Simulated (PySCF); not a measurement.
**Cl₂**

Geometry (Å), atoms numbered from 1 in this order:
```xyz
2

Cl    1.023   -0.003   -0.002
Cl   -1.023    0.005   -0.012
```

Theory: GIAO B3LYP/aug-pcSseg-1 magnetisability, rotational g tensor and spin-rotation constants, non-relativistic, gas phase (PySCF). Geometry: PBE0-D3(BJ)/def2-SVP, altered.

Task: What are the magnetisability and the molar susceptibility?

Result: Isotropic -613 × 10⁻³⁰ J/T², or -36.9 × 10⁻⁶ cm³/mol; principal values -759, -540, -540 × 10⁻³⁰ J/T², anisotropy 218 × 10⁻³⁰ J/T² (root of half the summed squared differences of the principal values). The susceptibility is in cgs units.

Task: Split it along the inertial axes a, b, c into diamagnetic and paramagnetic parts about the centre of mass, with the quadrupole moment.

Result: 
```tsv
axis	χ (10⁻⁶ cm³/mol)	diamagnetic (10⁻⁶ cm³/mol)	paramagnetic (10⁻⁶ cm³/mol)	summed x² of all electrons (Å²)	quadrupole Θ (D Å)
a	-45.7	-45.7	0.0	40.2	+3.85
b	-32.5	-193.3	160.7	5.4	-1.92
c	-32.5	-193.3	160.7	5.4	-1.92
```
Anisotropies 2χaa − χbb − χcc = -26.3 and 2χbb − χaa − χcc = +13.1 × 10⁻⁶ cm³/mol. Θ is traceless in Buckingham's convention.

Task: And the rotational g tensor?

Result: 
| axis | rotational constant (GHz) | g | nuclear part | electronic part |
| --- | --- | --- | --- | --- |
| b | 6.9026 | -0.0316 | 0.4897 | -0.5213 |
| c | 6.9026 | -0.0316 | 0.4897 | -0.5213 |

Linear; isotopes 35Cl; no vibrational averaging.
